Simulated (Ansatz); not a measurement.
**TiO₂: experiment and calculation**

**What was measured.**

“Phonon quarticity induced by changes in phonon-tracked hybridization during lattice expansion and its stabilization of rutile TiO2”, 2015, arxiv:1502.04667 quotes, for a powder of TiO2 at 300 K: lattice constant a 4.592 Å; lattice constant c 2.958 Å.

“Shallow Valence Band of Rutile GeO2 and P-type Doping”, 2020, arxiv:2011.08928 quotes, for a bulk crystal of TiO2 at 1.6 K: band gap 3.03 eV (direct).

How close the calculation comes is told below.

Method: DFT r2SCAN, scalar-relativistic, plane waves, PAW (Ansatz 0.2.0).

Plane waves to 500 eV, a k mesh through Γ of 6×6×10 on the computed 6-atom cell and Gaussian smearing (0.02 eV); no spin polarisation.

Relaxed structure, symmetry kept:

```
CELL_PARAMETERS angstrom
4.59695 0.00000 0.00000
0.00000 4.59695 0.00000
0.00000 0.00000 2.95354
ATOMIC_POSITIONS crystal
Ti 0.00000 0.00000 0.00000
Ti 0.50000 0.50000 0.50000
O 0.30463 0.30463 0.00000
O 0.19537 0.80463 0.50000
O 0.69537 0.69537 0.00000
O 0.80463 0.19537 0.50000
```

| Property | Result |
| --- | --- |
| Space group | P4_2/mnm (No. 136) |
| Volume per atom | 10.40 Å³ |
| Formation energy from the elements' standard states (uncorrected) | -3.318 eV/atom |
| Generalised Kohn–Sham band gap | 2.22 eV, direct at Γ |
| Löwdin character of the top 1 eV of the valence band | O 2p 95 % |
| Löwdin character of the lowest 1 eV of the conduction band | Ti 3d 89 %, O 2p 9 % |
| Electron masses at the edge by Cartesian direction of the standard setting (m_e; degenerate bands sorted by energy; no spin-orbit coupling) | x: 1.2; y: 1.2; z: 0.58 |
| Hole masses at the edge by Cartesian direction of the standard setting (m_e; degenerate bands sorted by energy; no spin-orbit coupling) | x: 2.3; y: 2.3; z: 3.7 |
| Bulk modulus | 229 GPa |
| Its pressure derivative | 5.3 |
| Bader charges (e) | Ti (2 in the cell) 2.38, O (4 in the cell) -1.19 |

A ferromagnetic start lost its moments in a first run, so spin was left out; other magnetic orders weren't tried.

Measured lattice constant a of TiO2: 4.592 Å (300 K; powder; quoted in the paper above). This calculation gives 4.597 Å (+0.1 %). 3 values of this kind are on record in papers (4.592 to 4.594 Å); this one was drawn at random among those near their median. Against the measured lattice constant c of TiO2, 2.958 Å (300 K; powder; quoted in the paper above), the calculated 2.954 Å is off by -0.2 %. 2 values of this kind are on record in papers (2.958 to 2.959 Å); this one was drawn at random among those near their median. The calculation is for 0 K without zero-point motion. Measured band gap of TiO2: 3.03 eV (direct; 1.6 K; quoted in the paper above). This calculation gives 2.22 eV (-0.81 eV). 3 values of this kind are on record in papers (3.02 to 3.05 eV); this one was drawn at random among those near their median. Kohn–Sham gaps of semilocal functionals fall short of measured ones as a rule.

Cost: 8 runs of about 3.8 core-minutes in all, on Intel Xeon 6975P-C (Granite Rapids) (shared hosts).